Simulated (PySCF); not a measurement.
## Molecular orbitals of SiO

RHF at R = 1.517 Å; Si 6-311G(d,p), O 6-311G(d,p); no relativity (PySCF 2.14). State: ¹Σ⁺ (singlet), closed shell. Only the outer orbitals are listed, counted within each symmetry.

| orbital | occ. | ε (eV) | on Si (%) | main shells (%) |
| --- | --- | --- | --- | --- |
| 5σ | 2 | -34.27 | 13 | 85 O s |
| 6σ | 2 | -16.50 | 39 | 52 O p, 36 Si s, 9 O s |
| 2π | 2 | -12.71 | 19 | 81 O p, 16 Si p |
| 2π | 2 | -12.71 | 19 | 81 O p, 16 Si p |
| 7σ | 2 | -11.81 | 76 | 46 Si s, 28 Si p, 24 O p |
| 3π | 0 | 1.25 | 89 | 87 Si p, 11 O p |
| 3π | 0 | 1.25 | 89 | 87 Si p, 11 O p |
| 8σ | 0 | 3.94 | 107 | 94 Si p, 9 Si s |

Q: Which are the highest filled and the lowest empty level, where do they sit, and how wide is the gap?

A: Highest filled 7σ at -11.81 eV (in %: 46 Si s, 28 Si p, 24 O p); lowest empty 3π at 1.25 eV (in %: 87 Si p, 11 O p); the gap at RHF is 13.06 eV. An empty level above zero is unbound, and its energy depends on the basis.

```json
{
  "bond order (Mayer)": "1.98",
  "⟨S²⟩": "0.000",
  "charge on Si (Mulliken, basis-dependent)": "0.70",
  "charge on Si (Löwdin, basis-dependent)": "0.49",
  "dipole moment (positive dipole means Si(−)O(+))": "-3.59 D",
  "polarisability along the bond": "26.1 bohr³",
  "polarisability across the bond": "20.2 bohr³"
}
```

Shares are Mulliken populations and can fall outside 0 to 100 %.
